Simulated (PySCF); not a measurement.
# F₂: one geometry, many levels of theory

Aim: at the PBE0 minimum of singlet F₂, found before, compare methods on energies and levels.

Method: several methods, basis F def2-TZVP, no relativity, density fitting; program: PySCF 2.14.0.

**1. Starting geometry**

2 atoms, charge 0, spin multiplicity 1.

Bond lengths: F1–F2 1.376 Å.

Z-matrix (Å, degrees; charge 0 multiplicity 1):
```
F
F  1 1.3757
```

**2. CCSD(T)**

The steps are one call of a driver around PySCF; scf.py gives each level's set-up. Each SCF starts from the density of the minimum. The driver also runs the species with one electron less or more at the same geometry (one less: multiplicity 2, one more: multiplicity 2); their logs are not shown.

The input, scf.py:

```python
from pyscf import gto, scf, dft
mol = gto.M(atom='''
F     -0.000000     0.000000    -0.687840
F      0.000000    -0.000000     0.687840''',
    basis={'F': 'def2-TZVP'},
    charge=0, spin=0)
mf = scf.RHF(mol)
aux = {'F': 'def2-universal-JKFIT'}
mf = mf.density_fit(auxbasis=aux)
mf.conv_tol = 1e-08
mf.diis_space = 10
mf.max_cycle = 60
mf.verbose = 4
mf.kernel()
from pyscf import cc
mycc = cc.CCSD(mf, frozen=2).run()
mycc.ccsd_t()
```

On the command line:

```console
OMP_NUM_THREADS=4 python axn.py task.json out
```

**3. HF**

scf.py, as its differences from that of step 2:

```diff
@@ -15,3 +14,0 @@
-from pyscf import cc
-mycc = cc.CCSD(mf, frozen=2).run()
-mycc.ccsd_t()
```

**4. PBE0**

scf.py, as its differences from that of step 3:

```diff
@@ -7 +7,2 @@
-mf = scf.RHF(mol)
+mf = dft.RKS(mol, xc='PBE0')
+mf.grids.atom_grid = (75, 302)
```

**5. PBE**

scf.py, as its differences from that of step 4:

```diff
@@ -7 +7 @@
-mf = dft.RKS(mol, xc='PBE0')
+mf = dft.RKS(mol, xc='PBE')
```

**6. B3LYP**

scf.py, as its differences from that of step 5:

```diff
@@ -7 +7 @@
-mf = dft.RKS(mol, xc='PBE')
+mf = dft.RKS(mol, xc='B3LYP')
```

**7. r2SCAN**

scf.py, as its differences from that of step 6:

```diff
@@ -7,2 +7,2 @@
-mf = dft.RKS(mol, xc='B3LYP')
-mf.grids.atom_grid = (75, 302)
+mf = dft.RKS(mol, xc='R2SCAN')
+mf.grids.atom_grid = (90, 434)
```

**8. wB97X**

scf.py, as its differences from that of step 7:

```diff
@@ -7,2 +7,2 @@
-mf = dft.RKS(mol, xc='R2SCAN')
-mf.grids.atom_grid = (90, 434)
+mf = dft.RKS(mol, xc='WB97X')
+mf.grids.atom_grid = (75, 302)
```

(Steps that only read results are left out.)

**Question.** What will these runs give? Wanted: atomisation energy, CCSD(T) in this basis; vertical ionisation energy, CCSD(T); vertical electron affinity; orbital gap, range; T1, D1; T1, D1 of the cation; T1, D1 of the anion.

The runs gave:

```
                                 quantity                        value
atomisation energy, CCSD(T) in this basis                   142 kJ/mol
      vertical ionisation energy, CCSD(T)                     15.58 eV
               vertical electron affinity       negative in this basis
                       orbital gap, range  4.15 (PBE) to 21.10 (HF) eV
                                   T1, D1                 0.011, 0.026
                     T1, D1 of the cation                 0.016, 0.050
                      T1, D1 of the anion                 0.011, 0.036
```

**Reading.** In atomisation energy the functionals lie from +5 kJ/mol (PBE0) to +78 kJ/mol (PBE) against CCSD(T). In a basis of this size CCSD(T) binds too weakly, often by tens of kJ/mol, while functionals are nearer their limits, so this ranks no functional. HF lacks the correlation that pairing electrons in bonds brings, so it binds too weakly, by 287 kJ/mol even against this CCSD(T). For the vertical ionisation energy, r2SCAN comes nearest to CCSD(T) (-0.12 eV) and PBE is farthest (-0.38 eV). CCSD(T) took 18 s, about 12 times as long as r2SCAN (1.5 s), which misses it by 0.12 eV. A negative electron affinity (at CCSD(T)) reflects the basis more than the molecule, so no ranking is made on it; without diffuse functions even a bound anion can come out this way. PBE's −ε(HOMO), 9.2 eV, falls 6.4 eV short of the ionisation energy, while its energy difference gives 15.2 eV.
